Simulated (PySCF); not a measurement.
AlP at UHF-MP2

Computed with UHF-MP2; basis Al 6-31G(d,p), P 6-31G(d,p); no relativity; PySCF 2.14.

```json
{
 "state": "³Σ⁻ (triplet), unpaired electrons π ↑↑",
 "bond length": "241.6 pm",
 "harmonic wavenumber": "386 cm⁻¹",
 "force constant": "1.27 mdyn/Å",
 "rotational constant Be": "0.2003 cm⁻¹",
 "anharmonicity ωexe": "1.73 cm⁻¹",
 "vibration–rotation constant αe": "0.00130 cm⁻¹",
 "well depth De to Al + P": "1.61 eV",
 "dissociation energy D0": "1.58 eV"
}
```

Correlated steps freeze 10 core orbitals. Correlated levels converge slowly with the basis: in double zeta they bind strong bonds too weakly, by up to about 1 eV, and carry superposition errors of some tenths. The state is the lowest determinant that a PBE0 search found; another state may lie lower at other levels.
